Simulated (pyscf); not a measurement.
**Four-centre exchange: `[OH][Sn]([Cl])([Cl])[Cl]` + `[NH3]` → `[NH2][Sn]([OH])([Cl])[Cl]` + `[ClH]`**

Gas phase, singlet surface, charge 0. Bonds broken: Sn2–Cl3, N7–H8. Bonds formed: Sn2–N7, Cl3–H8. PySCF, gas phase, ωB97X-D3(BJ)/def2-SVP geometries.

Transition state (Å):

```xyz
10

O     -0.9044     1.7864     1.2598
Sn    -1.4208     0.1279     0.3373
Cl    -1.4383    -2.2373    -1.4909
Cl    -3.4104     0.6311    -0.7182
Cl    -1.5554    -1.4687     1.9983
H     -1.5478     2.0800     1.9170
N      0.2235    -0.0571    -0.9107
H     -0.3770    -1.3012    -1.4755
H      0.3184     0.7590    -1.5199
H      1.0879    -0.1362    -0.3697
```

One imaginary mode, 289i cm⁻¹; descent along it reached the two sides named, in the forms told below.

```csv
bond,change,reactant side (Å),saddle,product side
Sn2–Cl3,breaks,2.339,3.0,3.5
N7–H8,breaks,1.047,1.492,1.824
Sn2–N7,forms,2.329,2.073,2.030
Cl3–H8,forms,2.7,1.415,1.318
```

Electronic energies relative to the separated reactants (kcal/mol):

```json
[
 {"level": "ωB97X-D3(BJ)/def2-TZVP", "barrier": "16.2", "reaction energy": "+19.3", "reverse barrier": "-3.1"},
 {"level": "PBE/def2-TZVP", "barrier": "14.3", "reaction energy": "+18.0", "reverse barrier": "-3.7"},
 {"level": "r²SCAN/def2-TZVP", "barrier": "14.1", "reaction energy": "+18.4", "reverse barrier": "-4.2"},
 {"level": "B3LYP-D3(BJ)/def2-TZVP", "barrier": "15.4", "reaction energy": "+18.3", "reverse barrier": "-2.9"},
 {"level": "PBE0-D3(BJ)/def2-TZVP", "barrier": "14.1", "reaction energy": "+18.2", "reverse barrier": "-4.1"},
 {"level": "M06-2X/def2-TZVP", "barrier": "15.3", "reaction energy": "+17.7", "reverse barrier": "-2.4"},
 {"level": "ωB97M-D3(BJ)/def2-TZVP", "barrier": "16.7", "reaction energy": "+17.4", "reverse barrier": "-0.7"},
 {"level": "HF/def2-TZVP", "barrier": "31.6", "reaction energy": "+19.1", "reverse barrier": "12.5"}
]
```

With ωB97M-D3(BJ)/def2-TZVP energies and thermal terms (ideal gas, 1 atm, RRHO with modes under 100 cm⁻¹ raised to 100, one conformer, R ln 2 for chiral ones without a mode under 150 cm⁻¹), in kcal/mol:

| T (K) | ΔH‡ | ΔG‡ | ΔH | ΔG |
|---|---|---|---|---|
| 298 | 14.5 | 25.8 | +15.4 | +15.5 |
| 600 | 14.9 | 37.1 | +16.1 | +15.4 |
| 900 | 15.7 | 48.1 | +16.7 | +15.0 |
| 1200 | 16.6 | 58.7 | +17.2 | +14.3 |

On the reactant side the descent ends in an adduct with a N–Sn contact (not fully relaxed), 22.4 kcal/mol under the separated species and 38.6 kcal/mol under the saddle at ωB97X-D3(BJ)/def2-TZVP. On the product side the descent ends in a complex, 6.0 kcal/mol under the separated species and 2.9 kcal/mol under the saddle at ωB97X-D3(BJ)/def2-TZVP. At ωB97X-D3(BJ)/def2-TZVP, PBE, r²SCAN, B3LYP-D3(BJ), PBE0-D3(BJ), M06-2X, ωB97M-D3(BJ) the saddle lies under the separated products, which points to a path from their complex (located at ωB97X-D3(BJ) alone), and parting the products costs more than the saddle. What is counted as formed (N–Sn) is already present as a longer contact in the reactant adduct; forming that adduct is a step of its own. This is the saddle that the search found; another between the same sides may lie lower. Elements past Kr carry the def2 core potentials, without spin-orbit coupling.
